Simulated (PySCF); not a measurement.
## Vibration and rotation of AlN⁻

ROHF-CCSD(T) constants of AlN⁻, ²Π (doublet), unpaired electrons π ↑ (basis Al aug-pcseg-1, N aug-pcseg-1; no relativity; PySCF 2.14; masses 26.9815 and 14.0031 u):

* ωe: 757.9 cm⁻¹
* ωexe: 5.37 cm⁻¹
* Be: 0.55111 cm⁻¹
* αe: 0.00522 cm⁻¹
* D (centrifugal): 1.17e-06 cm⁻¹
* De to Al⁻ + N: 3.47 eV

Problem. Give the vibrational terms G(v) and spacings up to v = 6.

Solution. G(v) = ωe(v+½) − ωexe(v+½)².

```json
{"v": "0", "G(v) (cm⁻¹)": "377.6", "G(v) − G(v−1)": "", "Bv (cm⁻¹)": "0.5485"}
{"v": "1", "G(v) (cm⁻¹)": "1124.8", "G(v) − G(v−1)": "747.2", "Bv (cm⁻¹)": "0.5433"}
{"v": "2", "G(v) (cm⁻¹)": "1861.2", "G(v) − G(v−1)": "736.4", "Bv (cm⁻¹)": "0.5381"}
{"v": "3", "G(v) (cm⁻¹)": "2586.9", "G(v) − G(v−1)": "725.7", "Bv (cm⁻¹)": "0.5328"}
{"v": "4", "G(v) (cm⁻¹)": "3301.8", "G(v) − G(v−1)": "714.9", "Bv (cm⁻¹)": "0.5276"}
{"v": "5", "G(v) (cm⁻¹)": "4006.0", "G(v) − G(v−1)": "704.2", "Bv (cm⁻¹)": "0.5224"}
{"v": "6", "G(v) (cm⁻¹)": "4699.5", "G(v) − G(v−1)": "693.5", "Bv (cm⁻¹)": "0.5172"}
```

Problem. How well does the Morse estimate ωe²/(4ωexe) reproduce De, and what is D0?

Solution. It gives 3.32 eV, 96 % of the computed De. D0 = De − G(0) = 3.47 − 0.05 = 3.42 eV.

Correlated steps freeze 6 core orbitals. Correlated levels converge slowly with the basis: in double zeta they bind strong bonds too weakly, by up to about 1 eV, and carry superposition errors of some tenths. For an ion De counts to the pair picked by the measured ionisation energies or electron affinities, which need not be the lowest pair at this level. The state is the lowest determinant that a PBE0 search found; another state may lie lower at other levels.
